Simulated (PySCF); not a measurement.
# C5H9N (3-amino-3-methyl-1-butyne): the cost of one run

The runs use PySCF 2.14.0, with density-fitted response routines of our own; the level of theory stands in each step. All values are computed, except where a source is named. Atoms count from 0, in the outputs and in this text.

### Step 1. Starting geometry

15 atoms, charge 0, multiplicity 1; geometry from: GFN2-xTB.

Bonds of the start (Å): C0–C1 1.20, C1–C2 1.47, C2–C3 1.53, C2–C4 1.53, C2–N5 1.46, C0–H6 1.05, C3–H7 1.09, C3–H8 1.09, C3–H9 1.09, C4–H10 1.09, C4–H11 1.09, C4–H12 1.09, N5–H13 1.01, N5–H14 1.01.

### Step 2. TDDFT and polarisability: B3LYP/def2-SVPD

The job: settings as JSON, then the geometry in Å.

```
{"job": {"kind": "uv", "xc": "B3LYP", "basis": "def2-SVPD", "nstates": 8, "ntriplets": 3}, "charge": 0, "multiplicity": 1}
C      2.280453    -0.858036     0.664079
C      1.197382    -0.458332     0.346354
C     -0.093566     0.139846    -0.003108
C     -1.202638    -0.569351     0.781538
C     -0.321673    -0.005707    -1.511661
N     -0.136762     1.563670     0.329892
H      3.219281    -1.244592     0.929772
H     -1.023453    -0.482626     1.851431
H     -2.158976    -0.108340     0.549275
H     -1.237300    -1.623946     0.520516
H     -1.263519     0.465768    -1.779500
H      0.481822     0.479070    -2.062902
H     -0.350172    -1.055760    -1.791626
H      0.015355     1.700332     1.323463
H      0.589353     2.065994    -0.169435
```

Level: TDDFT B3LYP/def2-SVPD, vertical, gas phase, core orbitals frozen in the response.

Launch:

```console
$ OMP_NUM_THREADS=1 python probes_run.py task.json out
```

The driver reads the jobs from task.json and runs them one after another.

Q: Estimate the wall time and peak memory of this job on 1 thread of Intel Xeon at 2.50GHz, shared host.

About 89 s, with a peak of 0.69 GiB.
